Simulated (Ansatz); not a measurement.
CH$_{4}$BLi (SMILES [Li][BH]C), closed shell: a trajectory.

The input file, in.yaml:

```yaml
crystal:
  periodic: [false, false, false]
  atoms:
    - {symbol: Li, position_ang: [-2.175940, -0.205530, -0.713100]}
    - {symbol: B, position_ang: [-0.438260, -0.888220, 0.012970]}
    - {symbol: C, position_ang: [0.422330, 0.458620, 0.021210]}
    - {symbol: H, position_ang: [0.224740, -1.766310, 0.469790]}
    - {symbol: H, position_ang: [0.028110, 1.309160, -0.551850]}
    - {symbol: H, position_ang: [0.484720, 0.785730, 1.064240]}
    - {symbol: H, position_ang: [1.454300, 0.306560, -0.303260]}
basis:
  gaussian: {orbitals: def2-SVP}
hamiltonian: {xc: {name: BHLYP}, dispersion: d4}
md: {n_steps: 40, timestep: 0.75, temperature: 500, ensemble: nvt_nose_hoover, seed: 812, initial_velocities: maxwell_boltzmann}
```

Command:

```bash
ansatz run in.yaml --threads 2 --pin off --events-out ev --progress --plain --max-ram 3481MiB
```

Output of Ansatz 0.2.0:

```
Functional definition: BHLYP
  name "BHLYP"
  cite "Becke, J. Chem. Phys. 98, 1372 (1993) doi:10.1063/1.464304"
  cite "Becke, Phys. Rev. A 38, 3098 (1988) doi:10.1103/PhysRevA.38.3098"
  cite "Lee, Yang & Parr, Phys. Rev. B 37, 785 (1988) doi:10.1103/PhysRevB.37.785"
  parameter a = 0.5
  exchange = (1 - a)*b88_x + a*exact_x
  correlation = lyp_c
689 factors; integrals over basis functions are off by at most 3.3e-4 eV
mean field evaluation 1: about -1974.3161 eV, gradient 3.7e1 eV
mean field evaluation 2: about -1975.1320 eV, gradient 3.3e1 eV
mean field evaluation 4: about -1978.3477 eV, gradient 2.0e-1 eV
mean field evaluation 8: about -1978.3473 eV, gradient 2.6e-2 eV
mean field -1978.34734555 eV, -72.7029239769 hartree, gradient 7.9e-5 eV, S^2 0.000000; 0 other end points of the search recorded, 0 dependent functions left out
the calculation of the forces begins
reference -1978.34752065 eV, -72.7029304118 hartree; 9, 9 occupied and 48, 48 virtual orbitals, 689 factors
md step     0: t =     0.00 fs  T =   500.0 K  F+E_penalty+E_count = -1978.44117530 eV  E_kin = 0.323150 eV  conserved = -1978.11802530 eV  (25 SCF iters)
md step     1: t =     0.75 fs  T =   481.3 K  F+E_penalty+E_count = -1978.42833766 eV  E_kin = 0.311075 eV  conserved = -1978.11726268 eV  (26 SCF iters, 5 dispersion substeps)
md step     2: t =     1.50 fs  T =   412.9 K  F+E_penalty+E_count = -1978.38245147 eV  E_kin = 0.266874 eV  conserved = -1978.11557895 eV  (25 SCF iters, 5 dispersion substeps)
md step     3: t =     2.25 fs  T =   331.9 K  F+E_penalty+E_count = -1978.32858046 eV  E_kin = 0.214487 eV  conserved = -1978.11410179 eV  (27 SCF iters, 5 dispersion substeps)
md step     4: t =     3.00 fs  T =   272.8 K  F+E_penalty+E_count = -1978.28971265 eV  E_kin = 0.176339 eV  conserved = -1978.11339424 eV  (27 SCF iters, 5 dispersion substeps)
md step     5: t =     3.75 fs  T =   253.2 K  F+E_penalty+E_count = -1978.27718110 eV  E_kin = 0.163659 eV  conserved = -1978.11356157 eV  (28 SCF iters, 5 dispersion substeps)
md step     6: t =     4.50 fs  T =   269.2 K  F+E_penalty+E_count = -1978.28842670 eV  E_kin = 0.174008 eV  conserved = -1978.11448631 eV  (27 SCF iters, 5 dispersion substeps)
md step     7: t =     5.25 fs  T =   299.0 K  F+E_penalty+E_count = -1978.30898075 eV  E_kin = 0.193235 eV  conserved = -1978.11585405 eV  (28 SCF iters, 5 dispersion substeps)
md step     8: t =     6.00 fs  T =   311.6 K  F+E_penalty+E_count = -1978.31820055 eV  E_kin = 0.201400 eV  conserved = -1978.11696149 eV  (28 SCF iters, 5 dispersion substeps)
md step     9: t =     6.75 fs  T =   285.2 K  F+E_penalty+E_count = -1978.30088920 eV  E_kin = 0.184351 eV  conserved = -1978.11675864 eV  (27 SCF iters, 5 dispersion substeps)
md step    10: t =     7.50 fs  T =   229.0 K  F+E_penalty+E_count = -1978.26258441 eV  E_kin = 0.147988 eV  conserved = -1978.11487573 eV  (27 SCF iters, 5 dispersion substeps)
md step    11: t =     8.25 fs  T =   185.7 K  F+E_penalty+E_count = -1978.23267062 eV  E_kin = 0.119988 eV  conserved = -1978.11301749 eV  (27 SCF iters, 5 dispersion substeps)
md step    12: t =     9.00 fs  T =   193.7 K  F+E_penalty+E_count = -1978.23834141 eV  E_kin = 0.125216 eV  conserved = -1978.11352086 eV  (28 SCF iters, 5 dispersion substeps)
md step    13: t =     9.75 fs  T =   243.1 K  F+E_penalty+E_count = -1978.27239311 eV  E_kin = 0.157108 eV  conserved = -1978.11575940 eV  (28 SCF iters, 5 dispersion substeps)
md step    14: t =    10.50 fs  T =   286.8 K  F+E_penalty+E_count = -1978.30186408 eV  E_kin = 0.185382 eV  conserved = -1978.11706130 eV  (26 SCF iters, 5 dispersion substeps)
md step    15: t =    11.25 fs  T =   293.4 K  F+E_penalty+E_count = -1978.30545136 eV  E_kin = 0.189651 eV  conserved = -1978.11650449 eV  (27 SCF iters, 5 dispersion substeps)
md step    16: t =    12.00 fs  T =   270.0 K  F+E_penalty+E_count = -1978.28884718 eV  E_kin = 0.174523 eV  conserved = -1978.11515754 eV  (28 SCF iters, 5 dispersion substeps)
md step    17: t =    12.75 fs  T =   244.2 K  F+E_penalty+E_count = -1978.27103111 eV  E_kin = 0.157842 eV  conserved = -1978.11414973 eV  (28 SCF iters, 5 dispersion substeps)
md step    18: t =    13.50 fs  T =   239.2 K  F+E_penalty+E_count = -1978.26730697 eV  E_kin = 0.154582 eV  conserved = -1978.11381415 eV  (26 SCF iters, 5 dispersion substeps)
md step    19: t =    14.25 fs  T =   263.5 K  F+E_penalty+E_count = -1978.28308071 eV  E_kin = 0.170298 eV  conserved = -1978.11401549 eV  (28 SCF iters, 5 dispersion substeps)
md step    20: t =    15.00 fs  T =   312.3 K  F+E_penalty+E_count = -1978.31508080 eV  E_kin = 0.201865 eV  conserved = -1978.11462286 eV  (27 SCF iters, 5 dispersion substeps)
md step    21: t =    15.75 fs  T =   370.6 K  F+E_penalty+E_count = -1978.35343644 eV  E_kin = 0.239493 eV  conserved = -1978.11556595 eV  (27 SCF iters, 5 dispersion substeps)
md step    22: t =    16.50 fs  T =   416.1 K  F+E_penalty+E_count = -1978.38356202 eV  E_kin = 0.268906 eV  conserved = -1978.11653520 eV  (26 SCF iters, 5 dispersion substeps)
md step    23: t =    17.25 fs  T =   429.0 K  F+E_penalty+E_count = -1978.39183847 eV  E_kin = 0.277256 eV  conserved = -1978.11674306 eV  (28 SCF iters, 5 dispersion substeps)
md step    24: t =    18.00 fs  T =   409.4 K  F+E_penalty+E_count = -1978.37760358 eV  E_kin = 0.264618 eV  conserved = -1978.11543007 eV  (27 SCF iters, 5 dispersion substeps)
md step    25: t =    18.75 fs  T =   389.9 K  F+E_penalty+E_count = -1978.36263689 eV  E_kin = 0.252010 eV  conserved = -1978.11334719 eV  (27 SCF iters, 5 dispersion substeps)
md step    26: t =    19.50 fs  T =   414.6 K  F+E_penalty+E_count = -1978.37789782 eV  E_kin = 0.267957 eV  conserved = -1978.11294571 eV  (27 SCF iters, 5 dispersion substeps)
md step    27: t =    20.25 fs  T =   490.3 K  F+E_penalty+E_count = -1978.42869197 eV  E_kin = 0.316910 eV  conserved = -1978.11511344 eV  (28 SCF iters, 5 dispersion substeps)
md step    28: t =    21.00 fs  T =   571.3 K  F+E_penalty+E_count = -1978.48302969 eV  E_kin = 0.369247 eV  conserved = -1978.11749746 eV  (26 SCF iters, 5 dispersion substeps)
md step    29: t =    21.75 fs  T =   604.3 K  F+E_penalty+E_count = -1978.50431418 eV  E_kin = 0.390544 eV  conserved = -1978.11790447 eV  (25 SCF iters, 5 dispersion substeps)
md step    30: t =    22.50 fs  T =   575.3 K  F+E_penalty+E_count = -1978.48381886 eV  E_kin = 0.371791 eV  conserved = -1978.11657588 eV  (26 SCF iters, 5 dispersion substeps)
md step    31: t =    23.25 fs  T =   510.0 K  F+E_penalty+E_count = -1978.43956172 eV  E_kin = 0.329597 eV  conserved = -1978.11488736 eV  (26 SCF iters, 5 dispersion substeps)
md step    32: t =    24.00 fs  T =   445.8 K  F+E_penalty+E_count = -1978.39669578 eV  E_kin = 0.288149 eV  conserved = -1978.11380079 eV  (26 SCF iters, 5 dispersion substeps)
md step    33: t =    24.75 fs  T =   408.7 K  F+E_penalty+E_count = -1978.37218974 eV  E_kin = 0.264170 eV  conserved = -1978.11357207 eV  (27 SCF iters, 5 dispersion substeps)
md step    34: t =    25.50 fs  T =   404.8 K  F+E_penalty+E_count = -1978.36984718 eV  E_kin = 0.261598 eV  conserved = -1978.11409291 eV  (25 SCF iters, 5 dispersion substeps)
md step    35: t =    26.25 fs  T =   421.7 K  F+E_penalty+E_count = -1978.38151854 eV  E_kin = 0.272513 eV  conserved = -1978.11515020 eV  (26 SCF iters, 5 dispersion substeps)
md step    36: t =    27.00 fs  T =   434.5 K  F+E_penalty+E_count = -1978.39075726 eV  E_kin = 0.280848 eV  conserved = -1978.11637194 eV  (26 SCF iters, 5 dispersion substeps)
md step    37: t =    27.75 fs  T =   416.6 K  F+E_penalty+E_count = -1978.37945224 eV  E_kin = 0.269218 eV  conserved = -1978.11701727 eV  (26 SCF iters, 5 dispersion substeps)
md step    38: t =    28.50 fs  T =   356.9 K  F+E_penalty+E_count = -1978.33973138 eV  E_kin = 0.230657 eV  conserved = -1978.11615443 eV  (25 SCF iters, 5 dispersion substeps)
md step    39: t =    29.25 fs  T =   279.1 K  F+E_penalty+E_count = -1978.28692789 eV  E_kin = 0.180390 eV  conserved = -1978.11386872 eV  (25 SCF iters, 5 dispersion substeps)
md step    40: t =    30.00 fs  T =   233.8 K  F+E_penalty+E_count = -1978.25586428 eV  E_kin = 0.151099 eV  conserved = -1978.11230767 eV  (25 SCF iters, 5 dispersion substeps)
Total energy: -1978.25603729 eV, -72.6995684602 hartree
Atom 0 at    -2.457591    -0.211937    -0.819748 Å, force     0.509772    -0.483724     0.337049 eV/Å
Atom 1 at    -0.367126    -0.860167     0.053390 Å, force     0.051304    -0.209895    -0.118695 eV/Å
Atom 2 at     0.489762     0.443355     0.026920 Å, force    -1.832150     0.507790     1.433996 eV/Å
Atom 3 at     0.459798    -1.688053     0.509531 Å, force    -1.104662    -0.059465    -0.282531 eV/Å
Atom 4 at     0.158811     1.353153    -0.436659 Å, force    -0.491608     0.614253    -0.399672 eV/Å
Atom 5 at     0.492414     0.643926     1.133602 Å, force     0.317562    -0.033075    -0.501121 eV/Å
Atom 6 at     1.453643     0.251270    -0.294808 Å, force     2.549781    -0.335885    -0.469025 eV/Å
Dipole moment:    -0.919009     0.575370    -0.478521 e Å

[the SCF lines of later steps are left out]
```

Hardware: 2 CPU threads of an Intel Xeon, shared host. Wall time about 79 s.
